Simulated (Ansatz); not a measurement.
hcp Tl, treated with RPBE (plane waves, PAW; Ansatz, a first-principles code).

Settings: plane-wave cutoff 520 eV, 18×18×10 k mesh (along the axes of the cell as run), Fermi–Dirac smearing 0.05 eV, scalar-relativistic PAW data made under PBE.

Cell (relaxed at this level):

```cif
data_Tl2
_chemical_formula_sum 'Tl2'
_space_group_name_H-M_alt 'P63/mmc'
_space_group_IT_number 194
_space_group_name_Hall '-P 6c 2c'
_cell_length_a 3.68209
_cell_length_b 3.68209
_cell_length_c 5.74626
_cell_angle_alpha 90.000
_cell_angle_beta 90.000
_cell_angle_gamma 120.000
loop_
_atom_site_label
_atom_site_type_symbol
_atom_site_symmetry_multiplicity
_atom_site_Wyckoff_symbol
_atom_site_fract_x
_atom_site_fract_y
_atom_site_fract_z
_atom_site_occupancy
Tl1 Tl 2 c 0.33333 0.66667 0.25000 1
```

### Question
Estimate the bulk modulus B0 and pressure derivative B′ of the bulk modulus that the calculation returns.

### Answer

* **bulk modulus B0**: 19.5 GPa
* **pressure derivative B′ of the bulk modulus**: 5.6

The run finds no gap.

Measured, for comparison: bulk modulus 37.4 GPa (copied from a table, unchecked, extrapolated to 0 K and zero-point effects removed; as tabulated in Lejaeghere et al. (2013), arXiv:1204.2733). Computed (rounded) less measured: bulk modulus not scored (unchecked).

Note: the cell is over a tenth larger than the published one: the level's own overestimate first of all, though another phase or state, or a fault of the published cell, is possible; the bulk modulus comes from volumes at which shape and atoms were relaxed.

Spin–orbit coupling is not included; it can shift volumes and moduli of such heavy elements.

Computed values are for the static lattice.
